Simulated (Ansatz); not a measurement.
# BO2: the cost of one run

Computed with Ansatz 0.2.0 (the levels named in each step, unless a step's input says otherwise).

## (1) The starting structure

Bond lengths: O1–B2 1.249 Å, B2–O3 1.249 Å. Angles: O1–B2–O3 180.0°.

As a file:

```xyz
3

O     0.0000    0.0000   -1.2488
B     0.0000    0.0000    0.0000
O     0.0000    0.0000    1.2488
```

## (2) A rough first relaxation, PBE-D4/def2-SVPD

The input, input.yaml:

```yaml
crystal:
  periodic: [false, false, false]
  atoms:
    - { symbol: O, position_ang: [0.0, 0.0, -1.24884] }
    - { symbol: B, position_ang: [0.0, 0.0, 0.0] }
    - { symbol: O, position_ang: [0.0, 0.0, 1.24884] }
magnetization:
  spin_polarized: true
  initial_magnetization: 1
basis:
  gaussian: { orbitals: def2-SVPD }
hamiltonian:
  xc: pbe
  dispersion: d4
relax:
  f_tol: 0.03
  max_steps: 200
```

On the command line:

```bash
ansatz run input.yaml --threads 2 --pin off --max-ram 5120MiB --backend cpu --events-out ev --progress --plain --runs-dir out
```

Q: Estimate wall time and peak memory on 2 threads of Intel Xeon Platinum 8488C (Sapphire Rapids), shared host.

About 2.5 s, with a peak of 0.12 GiB.
